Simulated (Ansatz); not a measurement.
The input, for Ansatz 0.2.0:

```yaml
crystal:
  periodic: [false, false, false]
  atoms:
    - {symbol: B, position_ang: [0.000744, 0.006380, 0.761316]}
    - {symbol: B, position_ang: [-0.000089, -0.009763, -1.012301]}
    - {symbol: H, position_ang: [0.047875, 1.073532, 1.331106]}
    - {symbol: H, position_ang: [-0.054902, -1.037252, 1.360909]}
basis:
  gaussian: {orbitals: aug-cc-pVTZ, point_charges: [{charge: -0.50, position_ang: [3.959, -0.677, 0.708]}]}
correlation: {method: fci, electrons: all}
accuracy: high
```

```sh
$ ansatz run in.yaml --threads 1 --pin off --events-out ev --progress --plain --max-ram 2393MiB
```

(1) One thing in this input was set wrong on purpose, beside settings that are merely unusual. What is the gravest fault, and what does the program do?

Answers

(1) Too large for memory. How the run ends: out of memory.
```
2047 factors; integrals over basis functions are off by at most 3.3e-9 eV
mean field evaluation 1: about -1369.7397 eV, gradient 1.3e1 eV
mean field evaluation 2: about -1369.7387 eV, gradient 1.3e1 eV
mean field evaluation 4: about -1370.7043 eV, gradient 1.1e0 eV
mean field evaluation 8: about -1370.7137 eV, gradient 1.7e-3 eV
mean field evaluation 16: about -1370.7081 eV, gradient 6.0e-1 eV
mean field -1370.71365255 eV, -50.3727976281 hartree, gradient 6.0e-8 eV, S^2 0.000000; 2 other end points of the search recorded, 0 dependent functions left out; unrestricted orbitals would lower it
reference -1370.71365255 eV, -50.3727976281 hartree; 6, 6 occupied and 132, 132 virtual orbitals, 2047 factors
Error: with its determinants' occupation strings, the run needs 212.20 GiB of memory, and 2.33 GiB are given
refused for memory
```
